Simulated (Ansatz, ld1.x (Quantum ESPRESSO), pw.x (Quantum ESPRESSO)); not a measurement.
carbon (C): does the RRKJ potential hold in the solid?

| Quantity | Value |
| --- | --- |
| Element | C |
| Generator | ld1.x (Quantum ESPRESSO) 7.5 |
| Type | norm-conserving RRKJ (Kleinman–Bylander form) |
| Functional | LDA (PW92) |
| Relativity | scalar-relativistic |
| Frozen core | [He] |
| Valence charge | 4 |
| Reference configuration | 2s2 2p2 |
| Partial waves | 2s (bound): rc 1.05 bohr; 2p (bound): rc 1.85 bohr; 3d channel at 0.15 Ry: rc 1.80 bohr |
| Local potential | all-electron potential smoothed inside 1.05 bohr (lloc = -1) |
| Core correction | a·sin(br)/r model core, default radius (core density twice the valence density) |

Atomic tests: cutoffs needed: 50 Ry and 80 Ry (the cutoffs (Ry, on a coarse ladder) from which the occupation-weighted sum of valence levels, in a spherical-Bessel basis at the reference potential, stays within 10 and 1 mRy of its value at 400 Ry); ghost test: no extra level below or beside the all-electron valence levels (s, p, d, f tested) (spherical-Bessel basis up to 400 Ry, 20 bohr box); largest excitation error: +487 meV (all-electron minus pseudo) for 2s1 2p0, out of 7 test configurations.

Crystal test: fcc C in pw.x 7.5, no spin, 18³ k-points, Fermi–Dirac smearing 0.01 Ry, cutoffs 100/400 Ry. The reference is all-electron LAPW (Ansatz 0.2.0) with the same functional, mesh and smearing; V0 and B0 come from Birch–Murnaghan fits to the pressures at five volumes. Errors are pseudo minus all-electron; Δ is the rms difference of the E(V) curves that follow from these fits, minima aligned, over ±6 % about the mean V0. Mesh and smearing are coarse, so the numbers serve the comparison and aren't converged zero-temperature values; the lattice is a test structure that the element need not adopt.

All-electron: a0 = 3.017 Å (V0 = 6.86 Å³/atom), B0 = 179.7 GPa.

Task: How far does the potential miss the all-electron equation of state?

Result: mean pressure error (GPa): +0.78; a0 (Å): 3.021; a0 error (%): +0.15; B0 error (%): -1.5; Δ (meV/atom): 1.2.

```
V (Å³/atom)  P all-electron (GPa)  P pseudo (GPa)
      6.669                  5.47            6.26
      6.845                  0.53            1.32
      7.020                 -3.87           -3.08
      7.196                 -7.78           -7.00
      7.371                -11.27          -10.50
```

Task: At the middle volume, how do free energy and pressure move when the wave cutoff is lowered (ecutrho kept at four times it)?

Result:

```tsv
cutoff (Ry)	shift of F (meV/atom)	shift of P (GPa)
45	+172.7	-11.73
60	+41.7	-3.61
80	+5.1	-0.77
```

The run at the middle volume (195 k-points, 5 iterations) took about 7.9 s on one core of a shared host (Intel(R) Xeon(R) Platinum 8488C, 96 threads, 744 GiB, load 43).
